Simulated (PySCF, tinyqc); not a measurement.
Inside a calculation. Method: G0W0 on RHF in the sto-6g basis, for CH+, spin multiplicity 1. The lowest restricted solution is unstable here: a spin-polarised one lies 0.0159 hartree lower (PySCF). One step of it, computed by the program tinyqc.

Question. G0W0 on Hartree-Fock: HOMO. W(p,q,m) = sqrt2 sum_ia (pq|ia) (X+Y)_ia,m; Sigma_c(x) = sum_(i,m) W^2/(x - e_i + w_m) + sum_(a,m) W^2/(x - e_a - w_m); solve x = e_p + Sigma_c(x) by Newton steps; Z = 1/(1 - dSigma/dx); 1 hartree = 27.211386 eV.

orbital energies (hartree): MO1 -11.884941, MO2 -1.332568, MO3 -0.892217, MO4 -0.317632, MO5 -0.317632, MO6 0.342174

Two-electron integrals over orbitals (pq|rs), unique and non-zero (hartree):
```
(11|11) 3.524670    (21|11) -0.293114   (21|21) 0.041504    (22|11) 0.762531
(22|21) -0.002938   (22|22) 0.654071    (31|11) -0.208803   (31|21) 0.023095
(31|22) -0.022270   (31|31) 0.031579    (32|11) 0.075257    (32|21) -0.009950
(32|22) -0.065864   (32|31) 0.007790    (32|32) 0.070396    (33|11) 0.809691
(33|21) -0.016677   (33|22) 0.503875    (33|31) 0.008921    (33|32) 0.057783
(33|33) 0.669954    (41|41) 0.022014    (42|41) 0.022879    (42|42) 0.090570
(43|41) 0.016311    (43|42) 0.046559    (43|43) 0.062640    (44|11) 0.853359
(44|21) -0.008623   (44|22) 0.566219    (44|31) -0.005507   (44|32) 0.037180
(44|33) 0.585074    (44|44) 0.673218    (51|51) 0.022014    (52|51) 0.022879
(52|52) 0.090570    (53|51) 0.016311    (53|52) 0.046559    (53|53) 0.062640
(54|54) 0.036281    (55|11) 0.853359    (55|21) -0.008623   (55|22) 0.566219
(55|31) -0.005507   (55|32) 0.037180    (55|33) 0.585074    (55|44) 0.600655
(55|55) 0.673218    (61|11) 0.171655    (61|21) -0.029634   (61|22) -0.010802
(61|31) -0.003312   (61|32) 0.014445    (61|33) 0.022743    (61|44) 0.003735
(61|55) 0.003735    (61|61) 0.030629    (62|11) -0.233073   (62|21) 0.004386
(62|22) -0.049626   (62|31) 0.012575    (62|32) -0.035872   (62|33) -0.051353
(62|44) -0.108330   (62|55) -0.108330   (62|61) 0.004381    (62|62) 0.114385
(63|11) 0.117780    (63|21) -0.004310   (63|22) -0.022150   (63|31) 0.006386
(63|32) 0.053821    (63|33) 0.091692    (63|44) 0.052088    (63|55) 0.052088
(63|61) 0.008304    (63|62) -0.057151   (63|63) 0.076568    (64|41) -0.012185
(64|42) -0.043910   (64|43) -0.010953   (64|64) 0.031429    (65|51) -0.012185
(65|52) -0.043910   (65|53) -0.010953   (65|65) 0.031429    (66|11) 0.733317
(66|21) -0.003603   (66|22) 0.632300    (66|31) -0.019169   (66|32) -0.082158
(66|33) 0.502387    (66|44) 0.520426    (66|55) 0.520426    (66|61) -0.008532
(66|62) 0.016472    (66|63) -0.050705   (66|66) 0.690885
```

excitation energies w (hartree): 0.672761  0.672761  1.190943  1.190943  1.356191  1.906146  11.611295  11.611295  12.288226

X + Y:
```
             1          2          3          4          5          6         7         8
1>4  -0.003696   0.000000   0.000009  -0.007828   0.000000   0.000000  0.998101  0.000000
1>5   0.000000  -0.003696  -0.007828  -0.000009   0.000000   0.000000  0.000000  0.998101
1>6   0.000000   0.000000   0.000000   0.000000  -0.002850  -0.000925  0.000000  0.000000
2>4  -0.182403  -0.000024  -0.001065   0.912914   0.000000   0.000000  0.000695  0.000000
2>5   0.000024  -0.182403   0.912914   0.001065   0.000000   0.000000  0.000000  0.000695
2>6   0.000000   0.000000   0.000000   0.000000   0.207261   0.920890  0.000000  0.000000
3>4   0.913911   0.000119  -0.000120   0.103149   0.000000   0.000000  0.000279  0.000000
3>5  -0.000119   0.913911   0.103149   0.000120   0.000000   0.000000  0.000000  0.000279
3>6   0.000000   0.000000   0.000000   0.000000   0.937297  -0.150091  0.000000  0.000000

            9
1>4  0.000000
1>5  0.000000
1>6  0.997510
2>4  0.000000
2>5  0.000000
2>6  0.000198
3>4  0.000000
3>5  0.000000
3>6  0.000274
```

Give: The 12 largest terms at x = e_p; Newton steps; quasiparticle energy of the HOMO; Hartree-Fock value.

Answer.

The 12 largest terms at x = e_p (hartree; W for the signs of X + Y given):
```
q  m       W       term
3  5   0.106      0.008
3  6  -0.086   3.91e-03
4  1   0.069  -3.80e-03
5  2   0.069  -3.80e-03
6  5   0.085  -2.77e-03
5  3   0.069  -2.70e-03
4  4   0.069  -2.70e-03
6  6  -0.091  -2.62e-03
2  5   0.061   2.06e-03
2  6  -0.058   1.44e-03
3  9   0.032   8.39e-05
4  7   0.023  -4.38e-05
```

Newton steps (hartree):
```
step       x  Sigma_c(x)      Z
0     -0.892   -2.59e-03  0.979
1     -0.895   -2.54e-03  0.979
2     -0.895   -2.54e-03  0.979
```

quasiparticle energy of the HOMO = -24.347 eV

Hartree-Fock value = -24.278 eV
